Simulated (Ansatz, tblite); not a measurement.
**The cluster HfSe₂: rung by rung**

The task here is to estimate one member of a computed series from the others.

Program: Ansatz 0.2.0, Gaussian basis. Level of theory: as each input shows. These are calculated values, not measurements.

Plan: GFN1-xTB, GFN2-xTB, PBE-D4/def2-TZVP, r2SCAN-D4/def2-TZVP, CAM-B3LYP-D4/def2-TZVP, r2SCANh-D4/def2-TZVP, revPBE-D4/def2-TZVP, HSE06-D4/def2-TZVP, LC-ωPBE/def2-TZVP, PBE-D4/def2-SVP, PBE0-D4/def2-SVP, PBE0-D4/def2-TZVPD, PBE-D4/def2-TZVPD, r2SCAN-D4/def2-TZVPD, CCSD(T)/def2-TZVPP, MP2/def2-TZVP, RPA/def2-TZVP.

### The structure

The singlet was relaxed beforehand with PBE-D4/def2-TZVP. At that level it is the lowest of the isomers that a small search found.

3 atoms, charge 0, spin multiplicity 1.

Bond lengths: Hf1–Se2 2.362 Å, Hf1–Se3 2.362 Å. Angles: Se2–Hf1–Se3 109.4°.

Hf takes a core potential in the def2 sets. No spin-orbit coupling is included.

PBE0-D4/def2-TZVP was run before; its log isn't repeated, and its numbers join the tables.

Set-up of the first run:

Tight binding, by tblite at 300 K electronic temperature and without a spin-polarisation term:

```python
tblite.interface.Calculator('GFN1-xTB', numbers, positions, charge=0, uhf=0).singlepoint()
```

Tight binding, by tblite at 300 K electronic temperature and without a spin-polarisation term:

```python
tblite.interface.Calculator('GFN2-xTB', numbers, positions, charge=0, uhf=0).singlepoint()
```

start.molden holds the orbitals of an earlier run on this state, given as this run's starting guess.

in.yaml reads:

```yaml
crystal:
  periodic: [false, false, false]
  atoms:
    - {symbol: Hf, position_ang: [-0.120712, 0.247078, 0.867823]}
    - {symbol: Se, position_ang: [1.767072, 0.771599, -0.451360]}
    - {symbol: Se, position_ang: [-1.646350, -1.018677, -0.416463]}
basis:
  gaussian: {orbitals: def2-TZVP, initial_orbitals: start.molden}
hamiltonian: {xc: pbe, dispersion: d4}
scf: {omitted_lower_state_checks: [starts]}
output: {forces: true, orbitals: {seedname: orbitals}}
```

Started as:

```bash
> ansatz run in.yaml --threads 4 --pin off --events-out ev --progress --plain --max-ram 3916MiB
```

Among the steps run: PBE-D4/def2-TZVP; r2SCAN-D4/def2-TZVP; CAM-B3LYP-D4/def2-TZVP; r2SCANh-D4/def2-TZVP; revPBE-D4/def2-TZVP; HSE06-D4/def2-TZVP; LC-ωPBE/def2-TZVP; PBE-D4/def2-SVP; PBE0-D4/def2-SVP; PBE0-D4/def2-TZVPD; PBE-D4/def2-TZVPD; r2SCAN-D4/def2-TZVPD; CCSD(T)/def2-TZVPP; MP2/def2-TZVP; RPA/def2-TZVP.

One table of the session follows, with a row left open; its other results are not shown here.

It belongs to the step «Levels side by side». 

```
                 level  HOMO (eV)  LUMO (eV)  gap (eV)
       PBE-D4/def2-SVP      -5.17      -4.31      0.86
      PBE-D4/def2-TZVP      -5.24      -4.35      0.89
     PBE-D4/def2-TZVPD      -5.29      -4.38      0.90
   revPBE-D4/def2-TZVP      -5.17      -4.18      0.99
   r2SCAN-D4/def2-TZVP      -5.45      -4.11      1.34
  r2SCAN-D4/def2-TZVPD      -5.47      -4.13      1.35
  r2SCANh-D4/def2-TZVP      -5.81      -3.87      1.94
      PBE0-D4/def2-SVP      -6.15      -3.63      2.52
     PBE0-D4/def2-TZVP      -6.20      -3.65      2.54
    PBE0-D4/def2-TZVPD      -6.23      -3.68      2.55
    HSE06-D4/def2-TZVP      -5.82      -4.02      1.80
CAM-B3LYP-D4/def2-TZVP      -7.32      -2.94      4.38
     LC-ωPBE/def2-TZVP          ?          ?         ?
```

**Question.** Estimate the row for LC-ωPBE/def2-TZVP.

The run gave: HOMO (eV): -8.52; LUMO (eV): -1.79; gap (eV): 6.73. In the column «HOMO (eV)» it is the lowest.
